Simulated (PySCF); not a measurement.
Gas-phase reaction: 4 CH3SiH2 → 4 SiH2 + 2 C2H5 + H2

Energies from PySCF, thermal terms from the rigid-rotor harmonic-oscillator model, ideal gas at 1 bar. † marks an energy on the PBE0/def2-TZVP geometry and frequencies. CCSD(T) freezes the core. Open shells (unrestricted): CH3SiH2 (multiplicity 2), C2H5 (multiplicity 2); the rest are closed-shell singlets. B3LYP is the form with VWN-RPA correlation. CH3SiH2: computed as isolated molecules; such fragments, hydroxides, amides, oligomers or adducts are transient or little studied in the gas. CCSD(T) isn't extrapolated to the basis-set limit.

CCSD(T)/def2-TZVPP† gives ΔH°(298 K) = 732 kJ.

### Question
What do ωB97M-V/def2-TZVP†, r2SCAN/def2-TZVP†, B3LYP/def2-TZVP† give?

### Answer
ωB97M-V/def2-TZVP†: 719 kJ; r2SCAN/def2-TZVP†: 848 kJ; B3LYP/def2-TZVP†: 713 kJ. For scale, ΔH°(298 K) is 732 kJ at this level, 719 kJ at ωB97M-V/def2-TZVP†, and runs from 587 to 889 kJ over the 20 levels computed.
